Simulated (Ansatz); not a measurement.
The reference is AlN in the wurtzite structure (space group P6_3mc, No. 186; a = 3.107 Å, c = 4.978 Å).

Method: r2SCAN (Ansatz, a program for electronic structure; PAW; 500 eV plane waves; without spin-orbit coupling).

Perturbation: full substitution Al → Ga; the structure is relaxed again.

Measured band gap: AlN 6.51 eV (static lattice; corrected from measurement; as listed in Martin Feneberg et al., Physical Review B (2010)); GaN 3.68 eV (static lattice; corrected from measurement; as listed in Wei Chen et al., Physical Review Materials (2018)).

Measured lattice parameter a: AlN 3.1113 Å (0 K or low temperature; as listed in arXiv:1206.3780); GaN 3.189 Å (room temperature; as listed in M J Lucero, T M Henderson, G E Scuseria, Journal of Physics Condensed Matter (2012)).

Problem. How well does r2SCAN reproduce the measured shift?

Solution. With r2SCAN the band gap moves by -2.53 eV (4.88 → 2.35) against -2.83 eV measured; the lattice parameter a moves by +0.076 Å (3.107 → 3.183) against +0.078 Å measured.

Stability against distortions was not tested.
